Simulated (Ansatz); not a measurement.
Input file for Ansatz (an electronic-structure program): R-CAM-B3LYP/def2-TZVPPD on CH4 (SMILES C). Files ending in .json are basis or fitting sets from the Basis Set Exchange.

Ansatz 0.2 input:
```yaml
crystal:
  periodic: [false, false, false]
  atoms:
    - {symbol: C, position_ang: [-0.00000000, 0.00000000, 1.81901457]}
    - {symbol: H, position_ang: [0.51274115, 0.88809373, 1.45476743]}
    - {symbol: H, position_ang: [0.51274115, -0.88809373, 1.45476743]}
    - {symbol: H, position_ang: [-1.02548230, 0.00000000, 1.45476743]}
    - {symbol: H, position_ang: [0.00000000, -0.00000000, 2.90722072]}
basis:
  gaussian:
    orbitals: def2-TZVPPD.json
hamiltonian:
  xc: {name: CAM-B3LYP}
scf: {lower_state_search: off}
```

Program output:

```
WARN ansatz: RAYON_NUM_THREADS=1 ignored (pool sized by the plan → 1); use --threads N
Functional definition: CAM-B3LYP
these checks for a lower state are left out or cut short: stability, starts, cluster_reference, orbital_swaps, neighbouring_geometries, increment
integrals: 0.01 GiB planned
410 factors; their error is unknown
integrals: 0.05 GiB planned
160 factors; integrals over basis functions are off by at most 3.9e-6 eV
mean field: 0.23 GiB planned
mean field evaluation 1: about -1098.8147 eV, gradient 4.0e1 eV
mean field evaluation 2: about -1099.6244 eV, gradient 3.3e1 eV
mean field evaluation 4: about -1102.2081 eV, gradient 8.6e-2 eV
mean field evaluation 8: about -1102.1947 eV, gradient 1.3e-4 eV
mean field -1102.19469036 eV, -40.5049077765 hartree, gradient 8.3e-7 eV, S^2 0.000000; 0 other end points of the search recorded, 0 dependent functions left out
reference -1102.19478077 eV, -40.5049110987 hartree; 5, 5 occupied and 100, 100 virtual orbitals, 410 factors
Total energy: -1102.19478077 eV, -40.5049110987 hartree
Checks for a lower state left out: stability, starts, cluster_reference, orbital_swaps, neighbouring_geometries, increment
```

The calculation finished and met its thresholds.

Cost: about 0.4 core-seconds (a rough figure).
